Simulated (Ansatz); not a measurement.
## Ansatz (development build ahead of 0.2.0) run

```yaml
crystal:
  periodic: [false, false, false]
  atoms:
    - { symbol: C, position_ang: [0.0, 0.0, 0.0] }
    - { symbol: O, position_ang: [0.0, 0.0, 2.825] }
basis:
  gaussian: { orbitals: pcseg-2 }
hamiltonian:
  xc: pbe0
```

The input is written out in the form of the current development build from the run's settings.

Results

```
Converged                       : yes
Total energy                    : -112.68753 hartree
Spin squared of the determinant : 0.000
Stability test                  : minimum among restricted orbitals
```

Caution: charge can spread falsely over distant fragments; an unrestricted determinant lies well below.
